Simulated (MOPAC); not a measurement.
MOPAC input (PM7):

```
PM7 FORCE THERMO(298,298) PRECISE LET GEO-OK AUX(PRECISION=9) THREADS=1
C2H3N

C    -0.00544409 1    0.00453858 1   -1.15860076 1
C     0.00130736 1   -0.00109104 1    0.27855966 1
N     0.00675150 1   -0.00562374 1    1.43543542 1
H    -0.00557568 1    1.03329901 1   -1.56777229 1
H     0.88122186 1   -0.50896811 1   -1.57798372 1
H    -0.89783147 1   -0.50585636 1   -1.56960699 1
```

Output:

```
 *******************************************************************************
 **                                                                           **
 **                              MOPAC v23.2.5                                **
 **                                                                           **
 *******************************************************************************
 ** MOPAC's Digital Object Identifier: https://doi.org/10.5281/zenodo.6511958 **
 **                                                                           **
 ** Please cite the open-source release paper for use of this MOPAC version:  **
 ** J. E. Moussa and J. J. P. Stewart (2026)                                  **
 ** MOPAC: An open-source semiempirical molecular orbital program             **
 ** J. Open Source Softw., 11(119), 8025, https://doi.org/10.21105/joss.08025 **
 *******************************************************************************

                              PM7 CALCULATION RESULTS

 *******************************************************************************
 *  PM7        - The PM7 Hamiltonian to be used
 *  GEO-OK     - OVERRIDE INTERATOMIC DISTANCE AND OTHER SAFETY CHECKS
 *  LET        - OVERRIDE SOME SAFETY CHECKS
 *  PRECISE    - TIGHTER CRITERIA TO BE USED
 *  FORCE      - FORCE CALCULATION SPECIFIED
 *  AUX        - OUTPUT AUXILIARY INFORMATION
 *  THERMO     - THERMODYNAMIC QUANTITIES TO BE CALCULATED
 *******************************************************************************
PM7 FORCE THERMO(298,298) PRECISE LET GEO-OK AUX(PRECISION=9) THREADS=1
 C2H3N

   ATOM   CHEMICAL          X               Y               Z
  NUMBER   SYMBOL      (ANGSTROMS)     (ANGSTROMS)     (ANGSTROMS)

     1       C         -0.00544409  *   0.00453858  *  -1.15860076  *
     2       C          0.00130736  *  -0.00109104  *   0.27855966  *
     3       N          0.00675150  *  -0.00562374  *   1.43543542  *
     4       H         -0.00557568  *   1.03329901  *  -1.56777229  *
     5       H          0.88122186  *  -0.50896811  *  -1.57798372  *
     6       H         -0.89783147  *  -0.50585636  *  -1.56960699  *

          CARTESIAN COORDINATES

    NO.       ATOM           X           Y           Z

     1         C         -0.0054      0.0045     -1.1586
     2         C          0.0013     -0.0011      0.2786
     3         N          0.0068     -0.0056      1.4354
     4         H         -0.0056      1.0333     -1.5678
     5         H          0.8812     -0.5090     -1.5780
     6         H         -0.8978     -0.5059     -1.5696

 General Reference for PM7:
 "Optimization of Parameters for Semiempirical Methods VI: More Modifications to the
 NDDO Approximations and Re-optimization of Parameters", J. J. P. Stewart, J. Mol. Mod., 1:32, 19 (2013)
 https://link.springer.com/article/10.1007/s00894-012-1667-x

           Empirical Formula: C2 H3 N  =     6 atoms

      MOLECULAR POINT GROUP   :   C3v

      RHF CALCULATION, NO. OF DOUBLY OCCUPIED LEVELS = 8

          HEAT OF FORMATION =      18.208564 KCALS/MOLE
[...]
 TRAVEL (Ang.)       0.1308         C 1 -- H 4         +17.5% ( 64.7%)     21.7%
 REDUCED MASS        3.5525         C 1 -- H 5         +17.5% ( 64.7%)     21.7%
 EFFECTIVE MASS     11.1739
 FORCE CONSTANT      2.5735

 VIBRATION          7    3E          ATOM PAIR     ENERGY CONTRIBUTION    RADIAL
 FREQUENCY          1253.57         C 1 -- H 6         +50.1% ( 60.0%)      0.2%
 TRANSITION DIPOLE   0.6300         C 1 -- H 5         +30.5% ( 46.8%)      3.4%
 TRAVEL (Ang.)       0.3693         C 1 -- H 4         +15.9% ( 33.8%)     15.9%
 REDUCED MASS        0.3944         C 1 -- C 2          +3.5% ( 15.8%)      0.0%
 EFFECTIVE MASS      1.4031
 FORCE CONSTANT      0.3651

 VIBRATION          8    2A1         ATOM PAIR     ENERGY CONTRIBUTION    RADIAL
 FREQUENCY          1379.75         C 1 -- H 5         +29.0% ( 60.2%)      1.9%
 TRANSITION DIPOLE   0.9705         C 1 -- H 4         +29.0% ( 60.2%)      1.9%
 TRAVEL (Ang.)       0.2404         C 1 -- H 6         +29.0% ( 60.2%)      1.9%
 REDUCED MASS        0.8459         C 1 -- C 2         +13.0% ( 40.3%)    100.0%
 EFFECTIVE MASS      3.1911
 FORCE CONSTANT      0.9488

 VIBRATION          9    3A1         ATOM PAIR     ENERGY CONTRIBUTION    RADIAL
 FREQUENCY          2448.01         C 2 -- N 3         +68.4% ( 98.0%)    100.0%
 TRANSITION DIPOLE   2.3862         C 1 -- C 2         +29.1% ( 63.9%)    100.0%
 TRAVEL (Ang.)       0.0667         C 1 -- H 6          +0.8% ( 10.7%)     64.0%
 REDUCED MASS        6.1894         C 1 -- H 4          +0.8% ( 10.7%)     64.0%
 EFFECTIVE MASS     12.5361
 FORCE CONSTANT     21.8537

 VIBRATION         11    4E          ATOM PAIR     ENERGY CONTRIBUTION    RADIAL
 FREQUENCY          2654.71         C 1 -- H 6         +61.4% ( 80.8%)     99.4%
 TRANSITION DIPOLE   0.8838         C 1 -- H 5         +32.2% ( 58.5%)     94.6%
 TRAVEL (Ang.)       0.2261         C 1 -- H 4          +5.5% ( 24.2%)     60.5%
 REDUCED MASS        0.4967         C 1 -- C 2          +0.8% (  9.3%)      0.0%
 EFFECTIVE MASS      1.4311
 FORCE CONSTANT      2.0625

 VIBRATION         12    4A1         ATOM PAIR     ENERGY CONTRIBUTION    RADIAL
 FREQUENCY          2773.92         C 1 -- H 6         +32.4% ( 54.7%)     95.2%
 TRANSITION DIPOLE   0.5605         C 1 -- H 4         +32.4% ( 54.7%)     95.2%
 TRAVEL (Ang.)       0.2770         C 1 -- H 5         +32.4% ( 54.7%)     95.2%
 REDUCED MASS        0.3167         C 2 -- N 3          +1.9% ( 13.1%)    100.0%
 EFFECTIVE MASS      1.3316
 FORCE CONSTANT      1.4359

      SYMMETRY NUMBER FOR POINT-GROUP C3v =  3

          SYSTEM IS A GROUND STATE

 C2H3N

          MOLECULE IS NOT LINEAR

          THERE ARE 12 GENUINE VIBRATIONS IN THIS SYSTEM
          THIS THERMODYNAMICS CALCULATION IS LIMITED TO
          MOLECULES WHICH HAVE NO INTERNAL ROTATIONS

                    CALCULATED THERMODYNAMIC PROPERTIES
                                          *
   TEMP. (K)   PARTITION FUNCTION   H.O.F.    ENTHALPY  HEAT CAPACITY ENTROPY
                                   KCAL/MOL   CAL/MOLE    CAL/K/MOL  CAL/K/MOL

 298.00  VIB.     0.1329D+01                   419.9971     4.1331     1.9747
         ROT.     0.2473D+04                   888.2803     2.9808    18.5075
         INT.     0.3287D+04                  1308.2774     7.1139    20.4823
         TRA.     0.2543D+27                  1480.4672     4.9680    37.0619
         TOT.                       18.209    2788.7446    12.0820    57.5441

   *: NOTE: HEATS OF FORMATION ARE RELATIVE TO THE
            ELEMENTS IN THEIR STANDARD STATE AT 298K
              (=  Standard Enthalpy of Formation).

            Hvib:  Zero-point energy is not included.
                   frequencies of less than zero cm-1 are not included.
            Hrot = (3/2)RT
            Htra = (3/2)RT + pV = (5/2)RT

            Heat capacity is Cp, not Cv

          For more information, see: HTTP://OpenMOPAC.net/Manual/thermochemistry.html

           FORCE CONSTANT IN CARTESIAN COORDINATES (Millidynes/A)

    ATOM   CHEMICAL       X               Y               Z
   NUMBER   SYMBOL  FORCE CONSTANT  FORCE CONSTANT  FORCE CONSTANT

      1       C        8.693229        5.998600        5.998600
      2       C       27.109135        1.885957        1.885957
      3       N       21.418416        0.367109        0.367109
      4       H        1.290248        0.554704        3.452405
      5       H        1.290259        2.994998        1.012099
      6       H        1.290240        2.460960        1.546157

 **********************
 *                    *
 * JOB ENDED NORMALLY *
 *                    *
 **********************

 == MOPAC DONE ==
```
